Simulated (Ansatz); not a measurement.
Two isomers of C4H6O2: A = `C=CC(=O)OC`, B = `O=CC1(O)CC1`.

Gas-phase electronic energies from Ansatz, PBE0-D4/def2-TZVP geometries. CCSD(T)/CBS is the MP2 limit (def2-TZVPP, def2-QZVPP) plus CCSD(T) − MP2 in def2-TZVPP, frozen cores. Functionals use def2-TZVPP. B3LYP here is the variant with VWN-RPA as its local correlation; programs differ in this. Each species was taken in one conformer, which may not be the lowest.

(1) Which isomer does CCSD(T)/CBS put lower? Give the gap. (Best estimate.)

(2) Give E(B) − E(A) in kcal/mol with ωB97M-V, HF/def2-TZVPP, MP2/def2-TZVPP, PBE0-D4, CCSD/def2-TZVPP, B3LYP, B3LYP-D4. (Best estimate.)

Largest T1 diagnostic: 0.015.

## Answers

(1) Computed: A, by 17.1 kcal/mol.

(2) Ansatz gave: ωB97M-V 15.9, HF/def2-TZVPP 23.5, MP2/def2-TZVPP 14.4, PBE0-D4 13.3, CCSD/def2-TZVPP 17.2, B3LYP 20.2, B3LYP-D4 19.6. None reverses the order clearly.

From PBE to PBE0 (25 % exact exchange), in def2-TZVPP and without D4, E(B) − E(A) moves by −1.2 kcal/mol. In def2-TZVPP, CCSD(T) changes the Hartree–Fock value by −6.1 kcal/mol (the triples alone add +0.2 kcal/mol) and MP2 by −9.1 kcal/mol.
